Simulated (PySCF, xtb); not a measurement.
C2H5, SMILES [CH2]C (connectivity only; charge and spin as stated), charge +1, multiplicity 1. Atoms are numbered in the order given.

```xyz
7

C     -0.0063    -0.7460     0.0000
C     -0.0397     0.6593     0.0000
H     -0.9071    -1.3589     0.0000
H      0.9463    -1.2742     0.0000
H      0.6239     1.0062     0.8276
H     -1.0107     1.1410     0.0000
H      0.6239     1.0062    -0.8276
```
Charge +1, spin multiplicity 1.

Coordinates come from a B3LYP-D3(BJ)/def2-TZVP optimisation. The geometry has at least one imaginary mode, so it is a saddle point at that level. The multiplicity is an assumed one; other spin states were not compared. The isomer is the one that the SMILES or the coordinates give; other isomers of the formula were not compared.

Computed with PySCF with C-PCM-B3LYP/def2-SVP.

The values are the electrostatic part of the solvation free energy, E(continuum) − E(gas) at the gas-phase geometry, in a cavity of scaled van der Waals radii (PySCF's table); cavitation and dispersion terms are not included. In vacuum the orbital gap is 6.62 eV.

| solvent | ε | ΔG(elec) (kcal/mol) | gap (eV) |
|---|---|---|---|
| water | 78.36 | -69.2 | 6.71 |
| diethylether | 4.24 | -53.5 | 6.68 |
| dichloromethane | 8.93 | [?] | [?] |

Problem. Fill in the missing entries. (An estimate is asked for; the answer gives what the named calculation found.)

Solution. 
- dichloromethane, ΔG(elec) (kcal/mol): -62.2
- dichloromethane, gap (eV): 6.70

For comparison, GFN2-xTB/ALPB(water) (xtb, at the GFN2-xTB geometry, all terms of that model) gives -71.6 kcal/mol.
